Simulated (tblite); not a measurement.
Species: C₅H₈N (doublet state).
Cartesian coordinates in Å at the GFN2-xTB level; atoms count from 1:
```xyz
14
C5H8N angstrom
C      2.172    0.218    0.196
C      1.001   -0.528    0.722
N     -0.248   -0.154    0.399
C     -0.842    0.865   -0.296
C     -2.122    0.458   -0.035
C     -1.560   -0.699    0.758
H      3.076   -0.095    0.711
H      2.043    1.293    0.338
H      2.318    0.050   -0.879
H      1.109   -1.451    1.260
H     -0.359    1.660   -0.829
H     -3.110    0.775   -0.275
H     -1.731   -1.699    0.357
H     -1.746   -0.693    1.832
```

Calculated harmonic vibrations of the isolated species, GFN2-xTB (tblite), most abundant isotopes, no scaling. Against measured fundamentals such values can be off by several per cent, at times by over 20. One conformer, not necessarily the lowest. Open shells enter through the occupations alone, without spin polarisation, and single modes of such species can be off by tens of per cent.

Harmonic wavenumbers (cm⁻¹): 54.8, 101.0, 187.5, 199.3, 317.8, 401.4, 458.2, 486.0, 732.9, 745.4, 956.3, 958.7, 982.0, 1020.5, 1025.6, 1063.1, 1108.1, 1140.4, 1146.8, 1171.4, 1206.4, 1329.1, 1404.5, 1438.1, 1473.8, 1487.5, 1491.8, 1614.1, 2885.6, 2967.1, 2971.3, 2986.5, 3047.3, 3129.6, 3152.3, 3225.7.

A = 10375, B = 2562, C = 2109 MHz; mass 82.066 u (most abundant isotopes); point group C1, symmetry number 1; spin multiplicity 2.

**Question.** Zero-point energy?

**Answer.** Half the sum of the wavenumbers: 25034 cm⁻¹ = 299.47 kJ/mol.

**Question.** Entropy at 500 K, 1 bar (ideal gas, RRHO, classical rotation)?

**Answer.** Translation 174.57, rotation 115.87, vibration 128.39, spin (R ln 2) 5.76: S = 424.6 J/(mol K).

**Question.** And Cp and H(500 K) − H(0)?

**Answer.** Cp = 167.68 J/(mol K), of which vibrations give 134.42 (their classical limit is 36 R = 299.3); H(500 K) − H(0) = 50.11 kJ/mol without the zero-point energy, 33.48 from vibrations.

**Question.** Blend soft modes into free rotors: weight 1/[1 + (100 cm⁻¹/ν̃)⁴] for the oscillator and the rest for a rotor with moment μB/(μ + B), μ = h/(8π²ν), B = 10⁻⁴⁴ kg m². What vibrational entropy results?

**Answer.** 119.40 J/(mol K) in place of 128.39, which changes −T·S at 500 K by +4.50 kJ/mol.

**Question.** How do the functions run with temperature in this model?

**Answer.** 
| T (K) | S (J/(mol K)) | Cp (J/(mol K)) | H − H(0) (kJ/mol) | G − H(0) (kJ/mol) | ln q(vib) |
| --- | --- | --- | --- | --- | --- |
| 150 | 291.1 | 73.3 | 7.97 | -35.69 | 1.81 |
| 250 | 334.3 | 98.7 | 16.54 | -67.04 | 3.40 |
| 298.15 | 352.9 | 112.5 | 21.63 | -83.58 | 4.16 |
| 400 | 390.1 | 141.9 | 34.60 | -121.44 | 5.78 |
| 600 | 457.1 | 189.2 | 67.99 | -206.29 | 9.00 |
| 900 | 543.3 | 235.2 | 132.22 | -356.76 | 13.70 |

q(vib) and H(0) count from the zero-point level.

Hindered rotation and anharmonicity are outside this model. Other conformers, if any are populated, would add a mixing term that is left out. The structure is chiral; the term R ln 2 for an equal mix with its mirror image is left out.

Time: 0.31 s wall. Hardware: an Arm Neoverse V1 with one thread (shared host). This covers the Hessian and the dipole derivatives.
